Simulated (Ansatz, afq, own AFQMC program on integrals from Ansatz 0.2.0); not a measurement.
**Atomization energy of CH$_{2}$, singlet, worked out**

```csv
atom,x (Å),y (Å),z (Å)
C,0.0000,-0.1011,0.0000
H,0.0000,0.6021,-0.8621
H,0.0000,0.6021,0.8621
```

Basis cc-pVDZ. Noble-gas cores (and the filled d shells of Ga–Kr and In–Xe) are frozen. Ansatz 0.2.0 and our own AFQMC program on the same integrals; the CISD trial comes from CCSD amplitudes, and released means the phaseless constraint is let go. Uncertainties: one standard error, sampling alone.

Total energies in eV. CBS is CCSD(T) at the limit of def2-TZVPP/QZVPP (extrapolated itself); the highest rung of each member is named.

Cautions: CH₂ (singlet): another spin lies lower, restricted determinant unstable towards unrestricted (UHF 496 meV lower, ⟨S²⟩ 0.71), the released energies move by 1.5 errors or more from one time to the next, so no released level is given (meV from the phaseless value at times in 1/Eh: -2 ± 7 at 0.24, -7 ± 6 at 0.51, -12 ± 7 at 0.99, -17 ± 6 at 1.62, 8 ± 7 at 2.40), though the last usable value meets full CI within the noise.

```tsv
member	count	CCSD(T)/cc-pVDZ	highest rung in cc-pVDZ	which	CCSD(T)/CBS
C (triplet)	+1	-1027.5122	-1027.5214	FCI	-1028.3149
H (doublet)	+2	-13.5861	-13.5861	FCI	-13.6059
CH₂, singlet	-1	-1061.8503	-1061.8750	FCI	-1063.3753
```

Task: Work out the best estimate of the atomization energy: the CCSD(T)/CBS difference plus the step from CCSD(T) to the highest rung.

Result: Sums with the counts: CCSD(T)/CBS 7.8486 eV, highest rung 7.1814 eV, CCSD(T)/cc-pVDZ 7.1659 eV. The step is 7.1814 − 7.1659 = 0.0155 eV, so the best estimate is 7.8486 + (0.0155) = 7.8641 eV = 181.4 kcal/mol. The basis set is worth 0.683 eV of it. Zero-point, core-correlation and spin–orbit terms aren't in it.

Best estimates are given only where the step beyond CCSD(T) is under 0.3 eV and no member's determinant is very poor (T1 over 0.05, or 0.07 for open shells, ⟨S²⟩ too high by 0.3, two states mixed), so the hardest cases are missing from such tables.

Each member of a difference takes its own highest rung, so a best estimate needn't equal the limit plus the step of one row.
